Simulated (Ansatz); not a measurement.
acetonitrile (SMILES CC#N) moved off its minimum; all values from Ansatz (a first-principles code), cores frozen in correlated methods.
(charge 0, multiplicity 1)
```xyz
6

C     -1.10039     0.04105    -0.03750
C      0.36116    -0.01414     0.02953
N      1.44304     0.18280    -0.02970
H     -1.50992    -0.72351    -0.62064
H     -1.62400    -0.30751     0.93176
H     -1.56075     0.97459    -0.23215
```

Task: Give the forces (eV/Å), the total energy and the dipole at MP2/aug-cc-pVTZ.

Result: 
```json
[
 {"atom": "C1", "Fx": "-0.731", "Fy": "-1.605", "Fz": "3.334"},
 {"atom": "C2", "Fx": "-9.724", "Fy": "-0.472", "Fz": "0.134"},
 {"atom": "N3", "Fx": "9.071", "Fy": "1.153", "Fz": "-0.292"},
 {"atom": "H4", "Fx": "-0.240", "Fy": "-0.894", "Fz": "-1.769"},
 {"atom": "H5", "Fx": "1.405", "Fy": "0.800", "Fz": "-0.847"},
 {"atom": "H6", "Fx": "0.219", "Fy": "1.018", "Fz": "-0.560"}
]
```
Energy -132.4738 hartree, dipole 3.90 D.
